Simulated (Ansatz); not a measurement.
## Worked example: correlation energy of [OH···H···BH2], doublet

Geometry: a point of a hydrogen-transfer path between rigid fragments, not a stationary point.

```yaml
atoms:
  - { symbol: O, position_ang: [-1.1976, -0.0303, 0.0000] }
  - { symbol: H, position_ang: [-1.4469, 0.8963, 0.0000] }
  - { symbol: H, position_ang: [-0.3056, -0.0303, 0.0000] }
  - { symbol: B, position_ang: [1.5514, -0.0303, 0.0000] }
  - { symbol: H, position_ang: [2.0605, -0.0303, 1.0770] }
  - { symbol: H, position_ang: [2.0605, -0.0303, -1.0770] }
```

Basis cc-pVDZ; Ansatz 0.2.0. Correlated methods freeze the noble-gas cores, which leaves 13 electrons in 46 orbitals. Prefix R: restricted or restricted open-shell reference; prefix U: unrestricted.

Full CI isn't at hand for all of this; UCCSDT(Q) serves as the reference, and is uncertain by about the last step of the cluster series.

Runs differ by some tens of microhartree through their thresholds and, for an open shell, their frozen cores, so steps under 0.03 kcal/mol mean nothing.

```tsv
level	total energy (hartree)
UHF	-101.764029
UMP2	-102.035885
UCCSD	-102.064838
UCCSD(T)	-102.069589
UCCSDT	-102.070168
UCCSDT(Q)	-102.070666
```

What is the correlation energy at UCCSDT(Q), and what share of it do UMP2 and UCCSDT recover?

E(corr) = -102.070666 − (-101.764029) = -0.306637 hartree = -8.344 eV. UMP2: -0.271856 / -0.306637 = 88.66 %. UCCSDT: -0.306139 / -0.306637 = 99.84 %.

By how many kcal/mol does UCCSD(T) miss UCCSDT(Q) (1 hartree = 627.509 kcal/mol), and which steps make up the rest?

-102.069589 − (-102.070666) = 0.001077 hartree = 0.68 kcal/mol. Steps: UCCSDT − UCCSD(T) = -0.36, UCCSDT(Q) − UCCSDT = -0.31 kcal/mol. That is within 1 kcal/mol of the reference in this basis, which itself misses far more of the correlation at the basis-set limit.
